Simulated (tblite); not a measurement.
C5H9O (doublet state).
Z-matrix (Å and degrees, GFN2-xTB geometry), rows numbered from 1:
```
C 
C   1  1.3251
C   2  1.5034  1  123.94
C   3  1.4936  2  107.06  1   -98.97
C   4  1.4852  3  122.28  2   -90.02
O   4  1.3758  3  118.58  2    66.40
H   1  1.0791  2  121.90  3    -7.06
H   1  1.0766  2  122.11  3   174.40
H   2  1.0808  1  120.45  3  -173.07
H   3  1.0899  2  110.99  1   141.66
H   3  1.0953  2  109.74  1    21.19
H   5  1.0968  4  112.17  3    67.66
H   5  1.0873  4  109.15  3  -173.03
H   5  1.0890  4  110.59  3   -52.53
H   6  0.9642  4  109.19  3     6.71
```

Calculated harmonic vibrations of the isolated species, GFN2-xTB (tblite), most abundant isotopes, no scaling. Errors from tens to a few hundred cm⁻¹ against measured bands are possible. One conformer, not necessarily the lowest. Open shells enter through the occupations alone, without spin polarisation, and single modes of such species can be off by tens of per cent.

Harmonic wavenumbers (cm⁻¹): 53.3, 81.2, 96.0, 191.5, 312.1, 319.5, 331.1, 404.1, 437.6, 637.9, 832.8, 866.9, 904.4, 949.5, 996.0, 1004.0, 1015.4, 1064.9, 1111.6, 1177.4, 1248.0, 1284.0, 1320.7, 1340.0, 1392.0, 1414.5, 1457.0, 1462.9, 1474.5, 1673.8, 2882.1, 2924.6, 2996.2, 3008.3, 3043.7, 3070.8, 3084.5, 3118.9, 3524.3.

A = 6169, B = 2376, C = 2030 MHz; mass 85.065 u (most abundant isotopes); point group C1, symmetry number 1; spin multiplicity 2.

Question: What is the zero-point energy?

Answer: ½Σν̃ = 27254 cm⁻¹ = 326.03 kJ/mol.

Question: Entropy at 273.15 K, 1 bar (ideal gas, RRHO, classical rotation)?

Answer: Translation 162.45, rotation 110.97, vibration 82.93, spin (R ln 2) 5.76: S = 362.1 J/(mol K).

Question: And Cp and H(273.15 K) − H(0)?

Answer: Cp = 115.90 J/(mol K), of which vibrations give 82.64 (their classical limit is 39 R = 324.3); H(273.15 K) − H(0) = 20.86 kJ/mol without the zero-point energy, 11.78 from vibrations.

Question: How do the functions run with temperature in this model?

Answer: 
| T (K) | S (J/(mol K)) | Cp (J/(mol K)) | H − H(0) (kJ/mol) | G − H(0) (kJ/mol) | ln q(vib) |
| --- | --- | --- | --- | --- | --- |
| 50 | 233.5 | 51.3 | 2.03 | -9.64 | 0.41 |
| 100 | 274.0 | 67.2 | 5.00 | -22.40 | 1.39 |
| 298.15 | 372.6 | 123.4 | 23.85 | -87.23 | 5.26 |
| 373.15 | 402.7 | 145.9 | 33.95 | -116.32 | 6.67 |
| 500 | 450.4 | 180.4 | 54.72 | -170.47 | 9.01 |
| 750 | 533.6 | 229.8 | 106.44 | -293.74 | 13.49 |
| 1000 | 604.5 | 263.0 | 168.29 | -436.23 | 17.70 |

q(vib) and H(0) count from the zero-point level.

Question: What must be added to the electronic energy to get the Gibbs energy at 273.15 K and 1 bar?

Answer: ZPE + [H(273.15 K) − H(0)] − T·S = 326.03 + 20.86 − 98.91 = 247.98 kJ/mol.

Question: Which modes carry the vibrational entropy at 273.15 K?

Answer: 53.3 cm⁻¹: 18.90; 81.2 cm⁻¹: 15.44; 96.0 cm⁻¹: 14.07; 191.5 cm⁻¹: 8.59; 312.1 cm⁻¹: 5.06; 319.5 cm⁻¹: 4.90 J/(mol K); the other 33 give 15.97 together.

Question: Blend soft modes into free rotors: weight 1/[1 + (100 cm⁻¹/ν̃)⁴] for the oscillator and the rest for a rotor with moment μB/(μ + B), μ = h/(8π²ν), B = 10⁻⁴⁴ kg m². What vibrational entropy results?

Answer: 75.32 J/(mol K) in place of 82.93, which changes −T·S at 273.15 K by +2.08 kJ/mol.

Hindered rotation and anharmonicity are outside this model. Other conformers, if any are populated, would add a mixing term that is left out. The structure is chiral; the term R ln 2 for an equal mix with its mirror image is left out.
